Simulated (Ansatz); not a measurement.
The first iterations of a band of CH$_{7}$BO (10 atoms, charge 0, multiplicity 1).

The calculation used RKS PBE0/def2-SVP (Ansatz 0.2.0).

| Item | Value |
| --- | --- |
| movable images | 5 |
| climbing image | yes |
| spring | 5.0 eV/Å² |
| optimiser | quadratic models (default) |
| start path | through a guess of the saddle point |
| force threshold | 0.05 eV/Å |
| iteration limit | 60 |
| end points | relaxed |

Image 0:

```xyz
10
Properties=species:S:1:pos:R:3
B 0.110 0.008 0.180
H 0.195 -0.665 1.205
C 1.393 -0.001 -0.764
H 1.497 -1.012 -1.194
H 1.321 0.697 -1.615
H 2.345 0.200 -0.238
H -0.977 -0.074 -0.373
O 0.030 1.596 0.797
H 0.843 1.765 1.293
H -0.691 1.616 1.441
```

Image 6:

```xyz
10
Properties=species:S:1:pos:R:3
B 0.345 0.128 -0.500
H -1.479 1.379 3.465
C 1.696 0.061 -1.298
H 1.911 -0.986 -1.573
H 1.588 0.599 -2.255
H 2.574 0.467 -0.769
H -0.691 -0.286 -0.976
O 0.235 0.638 0.749
H 1.074 0.958 1.100
H -1.187 1.172 2.792
```

| iteration | highest image above the first end (eV) | largest band force component (eV/Å) |
| --- | --- | --- |
| 1 | 4.538 | 18.800 |
| 2 | 3.663 | 4.131 |
| 3 | 2.058 | 3.570 |
| 4 | 1.831 | 3.192 |
| 5 | 1.802 | 2.158 |
| 6 | 1.578 | 2.152 |
| 7 | 1.353 | 2.255 |
| 8 | 1.247 | 2.023 |
| 9 | 1.035 | 1.926 |

Task: Does the band converge within its limit, and where does its top end?

Result: It converged. It ended after 29 iterations with the highest image 0.831 eV above the first end. Neighbouring images differ by up to 1.5 eV, so the band resolves the path poorly. A vibrational analysis at the climbing image gives one clearly imaginary mode, 1294i cm⁻¹: a first-order saddle point. The orbitals stay closed-shell, which can raise the energy where a bond breaks towards radicals; this wasn't checked here.

The run took 4 min on 1 thread of Intel(R) Xeon(R) Platinum 8488C (Sapphire Rapids), on a shared host, peak memory 0.15 GiB.
